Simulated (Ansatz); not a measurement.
# Which is lower?

Two relaxed structures of CH3OS, doublet (PBE0-D4/def2-TZVP; forces vanish, vibrations not checked).

A:

```xyz
6
angstrom
C -0.6476 0.0039 -1.3133
O -1.1553 -0.8561 -0.7025
S 0.7410 0.4334 2.1056
H -0.1545 -0.4731 1.6808
H 0.0688 0.7519 -0.8792
H 1.7622 -0.4246 1.9604
```

B:

```csv
atom,x (Å),y (Å),z (Å)
C1,-0.5743,0.0045,-0.9821
O2,-0.6392,-0.7095,-0.0217
S3,0.8313,0.5927,2.0148
H4,-1.1076,-0.2431,-1.9197
H5,0.0193,0.9369,-0.9742
H6,1.4704,-0.5815,1.8828
```

Computed with Ansatz 0.2.0 (basis: def2-TZVPP); correlated methods freeze the cores; orbitals are unrestricted. B3LYP uses VWN-RPA correlation.

**Question.** Which structure is lower at CCSD(T), and by how much? (To be estimated.)

**Answer.** By the calculation: B, by 0.4 kJ/mol (electronic energy, against the other); a gap this small isn't resolved in one triple-zeta basis. By their contacts, A is a complex of CHO ([CH][O]) + H₂S and B is a complex of CH₂O ([CH2][O]) + HS.

**Question.** Do the other methods give the same order? (Judge from chemistry; the calculation decides.)

**Answer.** Computed: Not all: PBE-D4, r2SCAN-D4, PBE0-D4, wB97M-V, MP2 give the other order.

| method | E(B) − E(A) (kJ/mol) |
| --- | --- |
| PBE-D4 | 4.7 |
| r2SCAN-D4 | 4.7 |
| PBE0-D4 | 2.5 |
| B3LYP-D4 | -1.1 |
| wB97M-V | 3.5 |
| HF | -20.4 |
| MP2 | 4.2 |
| CCSD | -5.1 |
| CCSD(T) | -0.4 |

The T1 diagnostic stays at or below 0.019. ⟨S²⟩ of the unrestricted Hartree–Fock references: 0.76 (a pure state has 0.75).

Labels in which every atom is bracketed show which atoms are joined, not bond orders.

For scale, one of the runs: CCSD(T)/def2-TZVPP, 146 basis functions, launched by `ansatz run in.yaml --threads 2 --pin off --events-out ev --progress --plain --max-ram 4352MiB`. Time: 64 s of wall clock on 2 CPU threads of an Arm Neoverse V1; the host was shared. Peak host memory: 2.1 GiB.
